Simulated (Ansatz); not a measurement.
The input, for Ansatz 0.2.0:

```yaml
crystal:
  periodic: [false, false, false]
  atoms:
    - {symbol: Al, position_ang: [0.000000, 0.000000, 0.704959]}
    - {symbol: C, position_ang: [0.000000, 0.000000, -1.265754]}
    - {symbol: H, position_ang: [0.000000, -0.896128, -1.894102]}
    - {symbol: H, position_ang: [0.000000, 0.896128, -1.894102]}
basis:
  gaussian: {orbitals: cc-pVTZ}
magnetization: {spin_polarized: true, initial_magnetization: 1}
hamiltonian: {xc: {name: wB97M-V}}
output: {forces: true, orbitals: {seedname: orbitals}}
```

```sh
$ ansatz run in.yaml --threads 2 --pin off --events-out ev --progress --plain --max-ram 16896MiB --backend cuda --devices 0, --max-vram 18GiB
```

Output:

```
  # Of w^i u^j: cxij and so on, Table III.
  gx(w, u) = 1 - cx + cx01*u + cx10*w
  gss(w, u) = css00 + css04*u^4 + css10*w + css20*w^2 + css43*w^4*u^3
  gos(w, u) = cos00 + cos10*w + (cos20 + cos21*u)*w^2 + (cos60 + cos61*u)*w^6
      + integral(e_c_pw_mod_opposite_spin*gos(b97_w_opposite, b97_u_opposite)) + vv10(b, c)
557 factors; their error is unknown
144 factors; integrals over basis functions are off by at most 5.9e-5 eV
mean field evaluation 1: about -7654.1391 eV, gradient 3.7e1 eV
mean field evaluation 2: about -7642.2232 eV, gradient 5.1e1 eV
mean field evaluation 4: about -7662.2504 eV, gradient 9.2e-1 eV
mean field evaluation 8: about -7662.2666 eV, gradient 2.6e-2 eV
mean field evaluation 16: about -7662.2720 eV, gradient 2.6e-3 eV
mean field evaluation 32: about -7663.4719 eV, gradient 5.9e-4 eV
mean field -7663.47191078 eV, -281.6273982335 hartree, gradient 2.2e-5 eV, S^2 0.752726; 2 other end points of the search recorded, 0 dependent functions left out
the calculation of the forces begins
reference -7663.47194555 eV, -281.6273995110 hartree; 11, 10 occupied and 81, 82 virtual orbitals, 557 factors
Total energy: -7663.47194555 eV, -281.6273995110 hartree
Atom 0 at     0.000000     0.000000     0.704959 Å, force     0.000000     0.000000     0.097618 eV/Å
Atom 1 at     0.000000     0.000000    -1.265754 Å, force     0.000000    -0.000000    -0.194593 eV/Å
Atom 2 at     0.000000    -0.896128    -1.894102 Å, force    -0.000000     0.100742     0.048488 eV/Å
Atom 3 at     0.000000     0.896128    -1.894102 Å, force    -0.000000    -0.100742     0.048488 eV/Å
Dipole moment:     0.000000     0.000000    -0.167993 e Å
```

Forces (eV/Å):
```
Al   0.000  0.000  0.098
C    0.000  0.000 -0.195
H    0.000  0.101  0.048
H    0.000 -0.101  0.048
```

Ran on 2 threads of AMD EPYC 7R13 with a shared H100 80 GB, shared host: 4.4 s wall, 0.87 GiB peak host memory.
